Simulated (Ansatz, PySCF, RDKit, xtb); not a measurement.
**BSO: from the formula to a structure**

Only the formula BSO is given (odd number of electrons). Aim: find the structure of lowest free energy at 298.15 K, then its properties.

The funnel: GFN2-xTB relaxations, single points with a density functional, relaxations at B3LYP-D3(BJ)/def2-SVP, harmonic vibrations, and a last energy at a higher level. All values are calculated.

6 further runs of the same task are left out: 1 that didn't finish, 5 set aside as unsound or not needed.

### 1 Candidates

A program enumerates the bonding patterns with one Lewis structure each (two rings at most, one unusual centre or charged pair), with their diastereomers. O–O, O–halogen and N–halogen bonds and N–N–N chains are not drawn. That gives 4 candidates.

```csv
label,SMILES,spin
c159,O=B[S],doublet
c618,[B]1OS1,doublet
c941,[B]=[O+][S-],doublet
c963,[B]=S=O,doublet
```

Candidates are built by distance geometry, with a force field where one applies, in up to four conformers (letters a to d). 2 starts with atoms placed at random are added, to find patterns that the rules miss.

**Question.** With final energies at CCSD(T)/def2-TZVPP, which structure will this search put lowest in free energy, and by what margin?

| quantity | value |
| --- | --- |
| lowest structure found | O=B[S], doublet, C∞v |
| next finalist | [B]=[O+][S-], doublet, 83.3 kcal/mol higher in G |
| share at equilibrium, among the finalists | 100.0 % |
| harmonic wavenumbers, lowest and highest (B3LYP-D3(BJ)/def2-SVP) | 341 and 1865 cm⁻¹ |
| rotational constants, same geometry | 0.1708 cm⁻¹ |
| dipole moment (PBE0/def2-TZVPD) | 2.59 D |
| HOMO energy (highest over α and β) (PBE0/def2-TZVPD) | -8.61 eV |
| LUMO energy (lowest over α and β) (PBE0/def2-TZVPD) | -5.98 eV |
| lowest excitation (TD-CAM-B3LYP/def2-SVPD) | 0.06 eV (f = 0.000) |
| strongest of the states computed, same level | 3.47 eV (f = 0.043) |
| vertical ionisation energy (to the singlet cation) | 12.59 eV |
| vertical electron affinity | 3.75 eV |
| vertical quartet less doublet | +6.42 eV |

The lowest structure found is `O=B[S]`. The margin of 83.3 kcal/mol over the next finalist is beyond the usual error of the last level; it says nothing of structures that weren't ranked. GFN2-xTB, HF/STO-3G, r2SCAN-D4/def2-SVP, B3LYP-D3(BJ)/def2-SVP, HF/def2-TZVPP and MP2/def2-TZVPP already put its bonding pattern lowest among the structures in one piece. A large T1 diagnostic among the finalists warns that one reference determinant may not suffice. It concerns: the finalist [B]=S=O (doublet). The lowest root, under 0.4 eV, can be the other component of a degenerate ground state rather than an excitation. The stability test raises a flag; for an open shell a flag towards a general spinor solution can be the free rotation of the spin. Lowest found is not proven lowest: the search is finite, and each finalist counts with one conformer.
